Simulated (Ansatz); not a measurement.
Task: a rigid scan of one bond length of C2H2FN, SMILES N=C=CF, with Ansatz 0.2.0 through its Python package. Give the script and its output. Level of theory (for the species named): PBE, 6-31G* basis, multiplicity 1.

The script reads `c2h2fn.xyz`:
```text
6

N    -0.51370    1.26900   -0.71030
C    -0.19270    0.40940   -0.07360
C     0.18720   -0.57530    0.63920
F     0.80580   -1.68850    0.11210
H    -0.44410    1.12230   -1.74360
H     0.19960   -0.60090    1.73000
```

`run_scan.py`
```python
'''Potential curve of C2H2FN along one bond.'''

import ansatz as az
import numpy as np

BASIS = '6-31G*'
FUNCTIONAL = 'PBE'


def main() -> None:
    system = az.Crystal.molecule_from_extxyz('c2h2fn.xyz')

    symbols = [site.symbol for site in system.cartesian_sites]
    start = np.array([site.position_ang for site in system.cartesian_sites])
    axis = (start[2] - start[1]) / np.linalg.norm(start[2] - start[1])
    moving = [2, 3, 5]
    lengths, energies = [1.121, 1.172, 1.223, 1.274, 1.325, 1.375, 1.426, 1.503], []
    for length in lengths:
        xyz = start.copy()
        xyz[moving] += (length - np.linalg.norm(start[2] - start[1])) * axis
        point = az.Crystal.molecule()
        for symbol, place in zip(symbols, xyz):
            point = point.atom(symbol, place.tolist())
        base = (
            point.calculation()
            .basis(gaussian=BASIS)
            .functional(FUNCTIONAL)
        )
        r = base.run().report
        energies.append(r['free_energy_ev'])
        print(f'r = {length:6.3f} A  E = {energies[-1]:.5f} eV  <S^2> = {abs(r["mean_field"]["state"]["spin_squared"]):.3f}')

    # quartic fit about the minimum
    fit = np.polynomial.Polynomial.fit(lengths, np.array(energies) - min(energies), 4).convert()
    roots = [r.real for r in fit.deriv().roots() if abs(r.imag) < 1e-9 and fit.deriv(2)(r.real) > 0]
    r_e = min(roots, key=lambda r: abs(r - lengths[int(np.argmin(energies))]))
    print(f'minimum of the fit at {r_e:.4f} A, force constant {fit.deriv(2)(r_e):.2f} eV/A^2')


if __name__ == '__main__':
    main()
```

```console
$ python run_scan.py
r =  1.121 A  E = -6299.75323 eV  <S^2> = 0.000
r =  1.172 A  E = -6300.75225 eV  <S^2> = 0.000
r =  1.223 A  E = -6301.38414 eV  <S^2> = 0.000
r =  1.274 A  E = -6301.73569 eV  <S^2> = 0.000
r =  1.325 A  E = -6301.87467 eV  <S^2> = 0.000
r =  1.375 A  E = -6301.85585 eV  <S^2> = 0.000
r =  1.426 A  E = -6301.71940 eV  <S^2> = 0.000
r =  1.503 A  E = -6301.35899 eV  <S^2> = 0.000
minimum of the fit at 1.3422 A, force constant 54.41 eV/A^2
```

Reading the output:
- Total energies depend on the basis set; only differences at equal settings carry meaning.
- The rest of the molecule is held rigid at a force-field or estimated start geometry, and the basis set is modest; single-reference methods fail as a bond breaks.
- The orbitals are restricted, so S² is zero by construction.
- Toward dissociation an unrestricted state can lie under the restricted one, by tenths of an eV for polar bonds under a functional and by 1 to 2 eV or more for others.
- Hardware and time: 8.7 s on 1 thread of Arm Neoverse V2, on a shared host, peak memory 0.16 GiB.
